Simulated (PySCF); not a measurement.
Redox energetics: phosphino

Molecule: `[PH2]` (PH2•, doublet). Optimised structure (Å), atoms numbered from 1:
```
P     0.0109    0.6629   -0.0052
H    -1.0223   -0.3294   -0.0217
H     1.0343   -0.3398   -0.0002
```

Computed at ωB97X-D3(BJ)/ma-def2-TZVP // PBE0-D3(BJ)/ma-def2-SVP with PySCF (density fitting, grid level 2). Zero-point and thermal terms (298.15 K, 1 bar) come from unscaled PBE0-D3(BJ)/ma-def2-SVP harmonic frequencies, with soft modes damped to free rotors in the entropy.

Frontier levels of the parent: HOMO -9.50 eV, LUMO -1.25 eV.

Oxidation to the singlet cation:
* Vertical ionisation energy (electronic): 9.88 eV
* Adiabatic ionisation energy (with zero-point energy): 9.89 eV
* Adiabatic, electronic part: 9.89 eV
* Vertical gap at the product's structure: 9.88 eV
* Largest changes of atomic charge: P1 0.81, H (on P1) 0.10, H (on P1) 0.10
* Potential in acetonitrile: 6.65 V absolute, 2.11 V against Fc+/Fc computed at 4.54 V (solvation -3 → -316 kJ/mol)

Vertical ionisation energy to the triplet cation: 11.21 eV. This state was not relaxed.

Reduction to the singlet anion:
```
Vertical electron affinity (electronic)              : 1.24 eV
Adiabatic electron affinity (with zero-point energy) : 1.25 eV
Adiabatic, electronic part                           : 1.24 eV
Vertical gap at the product's structure              : 1.25 eV
Largest changes of atomic charge                     : P1 -0.87
Distances that move most (Å)                         : P1–H 1.433 → 1.443; P1–H 1.433 → 1.443
Potential in acetonitrile                            : 3.94 V absolute, -0.60 V against Fc+/Fc computed at 4.54 V (solvation -3 → -264 kJ/mol)
```

Vertical electron affinity to the triplet anion: -1.64 eV. The extra electron is not bound at this structure, the number hangs on the basis, and the ion was not relaxed.

Solvents are IEF-PCM continua (electrostatics only, gas-phase structures); absolute potentials refer to an electron at rest in vacuum. Fc+/Fc in acetonitrile, 4.54 V, is ωB97X-D3(BJ)/ma-def2-TZVP on PBE0-D3(BJ)/def2-SVP structures with GFN2-xTB thermal terms. Benchmark calculations put it near 5.0 V in acetonitrile and DMSO, so it is about 0.5 V low, and the value against it can read up to that much too high.

Measured values (NIST Chemistry WebBook, evaluated or the median of agreeing entries): adiabatic ionisation energy 9.83 eV (computed 9.89, difference 0.06); adiabatic electron affinity 1.29 eV (computed 1.25, difference -0.03).

Structures, frequencies and single points took 16 s of wall time on 1 thread of Arm Neoverse V2 (shared host), launched as `OMP_NUM_THREADS=1 python redox_run.py task.json out`.

Differences come from unrounded values, so a last digit can differ from that of the printed terms.
